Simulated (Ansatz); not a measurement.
We consider fcc Pt, described by PBE in Ansatz (PAW).

Numerical settings: plane-wave cutoff 520 eV, 20×20×20 k mesh, Fermi–Dirac smearing 0.1 eV, perturbation theory, scalar-relativistic PAW data made under PBE.

Computed at the level's own relaxed cell.

Harmonic phonon frequencies (cm⁻¹; i marks an imaginary mode):

```tsv
q point	frequencies
X	[?]
L	89 89 185
W	103 145 145
```

Task: Complete the blanks.

Result: 
- X, frequencies: 120 120 180

No imaginary mode appears at these points.

Ansatz is a quantum-chemistry and plane-wave program.
